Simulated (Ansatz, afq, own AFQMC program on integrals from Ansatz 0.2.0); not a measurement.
**MgPH2, quartet: AFQMC among the cluster methods**

| atom | x (Å) | y (Å) | z (Å) |
| --- | --- | --- | --- |
| P | 0.0073 | 0.0769 | 1.1641 |
| Mg | 0.0073 | 0.0164 | -1.5257 |
| H | 0.0073 | -1.2440 | 1.6870 |
| H | -0.4050 | -1.5142 | -0.6697 |

Connectivity, by distances: PH–MgH.

Basis cc-pVDZ. Only valence electrons are correlated. Integrals, coupled cluster, full CI and functionals: Ansatz 0.2.0; the random walks run on the same integrals in our own AFQMC program. ph-AFQMC/CISD is guided by a CISD state made of CCSD amplitudes; releasing the constraint for a short imaginary time cuts its bias at the price of noise, slowly where states lie close. Free AFQMC starts from the CCSD state and is never constrained. Its projection time is finite, and what remains of the start isn't in its error. Error bars are statistical, one sigma.

Determinant: UHF, the one that the program's search chose, which needn't be the lowest solution. The geometry is a point of a scan.

No full CI on the walks' own integrals is used here; CCSDT(Q) serves as the reference and is uncertain by about the last step of the cluster series.

Cautions: lower spins were not checked.

The T1 diagnostic is 0.0222, the weight of the determinant in the CISD state is 0.895 and the ⟨S²⟩ of the determinant is 3.783. The size of the correlated space is 9 electrons in 36 orbitals.

| level | correlation energy (eV) |
| --- | --- |
| MP2 | -3.2010 |
| CCSD | -4.0675 |
| CCSD(T) | -4.1726 |

(1) Estimate where phaseless AFQMC with the Hartree–Fock trial lies against CCSD(T) on the same integrals.

(1) 51.7 ± 35.7 meV above CCSD(T). The gap is under twice the noise, so this walk alone can't tell the two apart.

Reference: CCSDT(Q), correlation energy -4.206 eV. The released energy is read at 2.40 1/Eh (meV from the phaseless value at times in 1/Eh: -6 ± 8 at 0.24, -1 ± 7 at 0.51, -7 ± 9 at 0.99, -12 ± 9 at 1.62, 4 ± 9 at 2.40).

| level | E − E(reference) (meV) | share of correlation (%) |
| --- | --- | --- |
| CCSD(T) | 33.0 | 99.22 |
| CCSDT | 5.1 | 99.88 |
| ph-AFQMC/HF | 84.7 ± 35.7 | 97.99 |
| ph-AFQMC/CISD | 6.6 ± 6.7 | 99.84 |
| released AFQMC | 10.8 ± 9.2 | 99.74 |
| free AFQMC | 7.9 ± 9.6 | 99.81 |

Free projections are given only where their last times agree within the noise and don't stop above the reference; a slow remainder of the start can still hide under it. Released energies are given only where the last usable release times agree within the noise; a slower fall can still hide under it.
